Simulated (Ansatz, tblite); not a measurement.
Cost and result up the ladder for BO2H (the lowest singlet isomer of a short search) (4 atoms). Charge 0, multiplicity 1. Geometry: PBE0-D4/def2-TZVP.

Cartesian coordinates in Å:
```
B -0.1267 -0.4924 0.0180
O -0.2447 0.7806 -0.3173
O -0.0629 -1.6683 0.2984
H 0.4343 1.3801 0.0009
```

Ansatz on 4 threads of Arm Neoverse V2 on a shared host; xTB runs through tblite on one thread. Times are rough, summed over both states, and most runs start from the orbitals of an earlier one. CCSD(T)/def2-TZVPP serves as the yardstick here, not as an exact answer. The other state is a doublet.

The xTB rows come from tblite. Correlated methods freeze 3 core orbitals. In CCSD on the charge 1 doublet the largest single amplitude is 0.16, so its Hartree–Fock determinant may place the open shell otherwise than the density functionals do. The structure comes from a short search, and lower isomers may exist.

Correlated methods converge slowly with the basis.

Raw xTB energies of ions are shifted by several eV.

```
                          level  functions  wall time  vertical IE (eV)  difference from CCSD(T)/def2-TZVPP (eV)
                       GFN1-xTB         14    0.002 s             19.37                                     6.98
                       GFN2-xTB         13    0.002 s             17.56                                     5.17
               PBE-D4/def2-TZVP         99        1 s             12.13                                    -0.25
PBE0-D4/def2-TZVP (with forces)         99      2.1 s             12.21                                    -0.17
            r2SCAN-D4/def2-TZVP         99      2.2 s             12.11                                    -0.28
             CCSD(T)/def2-TZVPP        107      4.4 s             12.39                                     0.00
```
